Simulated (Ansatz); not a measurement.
The reference is Ta in the bcc (W type) structure (space group Im-3m, No. 229; a = 3.305 Å).

Computed with r2SCAN in Ansatz (plane waves to 500 eV, PAW, no spin-orbit coupling), earlier PAW set.

One thing is altered: V takes the place of Ta on all its sites; the structure is relaxed again.

Measured lattice parameter a: Ta 3.299 Å (static lattice; corrected from measurement; as listed in Daniel Mejia-Rodriguez, S. B. Trickey, Phys. Rev. B (2018)); V 3.021 Å (static lattice; corrected from measurement; as listed in Daniel Mejia-Rodriguez, S. B. Trickey, Phys. Rev. B (2018)).

Q: How well does r2SCAN reproduce the measured shift?

A: With r2SCAN the lattice parameter a moves by -0.320 Å (3.305 → 2.985) against -0.278 Å measured.

Stability against distortions was not tested. Seeded moments were not kept for Ta → V. All final runs are without spin polarisation.

Ansatz is a program for electronic structure.
